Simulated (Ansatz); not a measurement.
C$_{2}$H$_{7}$S, doublet: at a first-order saddle point.

in.yaml

```yaml
crystal:
  periodic: [false, false, false]
  atoms:
    - {symbol: H, position_ang: [-0.891770, -0.441060, 0.465438]}
    - {symbol: C, position_ang: [0.126500, 0.732944, 0.119779]}
    - {symbol: C, position_ang: [1.126353, 0.025861, -0.720448]}
    - {symbol: S, position_ang: [-1.790925, -1.537430, 0.752617]}
    - {symbol: H, position_ang: [-0.574911, 1.405394, -0.364727]}
    - {symbol: H, position_ang: [0.399527, 1.001428, 1.135741]}
    - {symbol: H, position_ang: [1.915161, 0.716348, -1.049516]}
    - {symbol: H, position_ang: [1.616957, -0.781181, -0.171798]}
    - {symbol: H, position_ang: [0.672706, -0.393332, -1.621264]}
    - {symbol: H, position_ang: [-2.599497, -0.728773, 1.454177]}
basis:
  gaussian: {orbitals: STO-3G}
magnetization: {spin_polarized: true, initial_magnetization: 1}
hamiltonian: {xc: pbe, dispersion: d4}
```

Command:

```bash
ansatz run in.yaml --threads 4 --pin off --events-out ev --progress --plain --max-ram 9574MiB
```

The run's output (Ansatz 0.2.0):

```
Functional definition: PBE
  name "PBE"
  cite "Perdew, Burke & Ernzerhof, Phys. Rev. Lett. 77, 3865 (1996) doi:10.1103/PhysRevLett.77.3865"
  parent pbe
  parameter kappa = 0.804
  parameter beta = 0.06672455060314922
  exchange = pbe_x(kappa = kappa, mu = beta*pi^2/3)
  correlation = pbe_c(beta = beta)
325 factors; integrals over basis functions are off by at most 3.5e-5 eV
mean field evaluation 1: about -12866.6941 eV, gradient 3.0e0 eV
mean field evaluation 2: about -12866.7713 eV, gradient 1.6e0 eV
mean field evaluation 4: about -12866.7917 eV, gradient 2.7e-1 eV
mean field evaluation 8: about -12866.7086 eV, gradient 6.6e-3 eV
mean field evaluation 16: about -12864.8219 eV, gradient 4.4e0 eV
mean field -12866.70859235 eV, -472.8428194004 hartree, gradient 6.5e-5 eV, S^2 0.753737; 1 other end points of the search recorded, 0 dependent functions left out
reference -12866.70861475 eV, -472.8428202238 hartree; 18, 17 occupied and 8, 9 virtual orbitals, 325 factors
Total energy: -12866.84963734 eV, -472.8480027083 hartree
```

The run took about 0.45 s on 4 CPU threads of an Arm Neoverse V1 (shared host).
